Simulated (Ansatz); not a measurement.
Input file:

```yaml
crystal:
  periodic: [false, false, false]
  atoms:
    - {symbol: B, position_ang: [0.000000, 0.000000, 0.095674]}
    - {symbol: C, position_ang: [0.000000, 0.000000, -1.368483]}
    - {symbol: H, position_ang: [0.000000, 0.000000, 1.272810]}
basis:
  gaussian: {orbitals: 6-31G}
total_charge: 1
magnetization: {spin_polarized: false, initial_magnetization: 1}
correlation: {method: fci, electrons: outside_noble_gas}
```

```sh
$ ansatz run in.yaml --threads 1 --pin off --events-out ev --progress --plain --max-ram 2393MiB
```

Output:

```
442 factors; integrals over basis functions are off by at most 9.5e-8 eV
mean field evaluation 1: about -1701.7385 eV, gradient 1.1e1 eV
mean field evaluation 2: about -1701.7407 eV, gradient 1.1e1 eV
mean field evaluation 4: about -1702.1902 eV, gradient 9.2e-1 eV
mean field evaluation 8: about -1702.1938 eV, gradient 2.3e-4 eV
mean field evaluation 16: about -1698.7805 eV, gradient 1.6e-1 eV
mean field evaluation 32: about -1698.4218 eV, gradient 6.9e0 eV
mean field evaluation 64: about -1702.1879 eV, gradient 9.3e-1 eV
mean field -1702.19377634 eV, -62.5544674920 hartree, gradient 2.4e-6 eV, S^2 0.750000; 9 other end points of the search recorded, 0 dependent functions left out
mean field evaluation 96: about -1701.7288 eV, gradient 7.7e0 eV
determinant -1702.19377634 eV, -62.5544674920 hartree, with singles and doubles -1705.07085255 eV, -62.6601980926 hartree
determinant -1701.49934454 eV, -62.5289475941 hartree, with singles and doubles -1704.58474370 eV, -62.6423339221 hartree
determinant -1698.78076554 eV, -62.4290416588 hartree, with singles and doubles -1702.18934885 eV, -62.5543047847 hartree
determinant -1702.19377634 eV, -62.5544674920 hartree, with singles and doubles -1705.07431326 eV, -62.6603252713 hartree
determinant -1701.49934454 eV, -62.5289475941 hartree, with singles and doubles -1704.59997365 eV, -62.6428936124 hartree
unrestricted determinant -1703.05559463 eV, -62.5861387303 hartree, S^2 1.5973
2 core orbitals not correlated: weight in the atoms' cores, before any rotation towards them, 1.000 or more for the frozen orbitals, at most 0.000 for the correlated occupied ones
reference -1702.19377634 eV, -62.5544674920 hartree; 4, 3 occupied and 14, 15 virtual orbitals, 442 factors
state -1705.18233090 eV, -62.6642948464 hartree
Total energy: -1705.18233090 eV, -62.6642948464 hartree
```

Natural occupations: 1.9672 1.9626 1.8361 0.9890 0.1373 0.0304 0.0292 0.0150 0.0140 0.0080 0.0037 0.0026 0.0025 0.0008 0.0008 0.0004 0.0002 0.0001.

Ran on 1 thread of Arm Neoverse N1, shared host: 14 s wall, 0.14 GiB peak host memory.
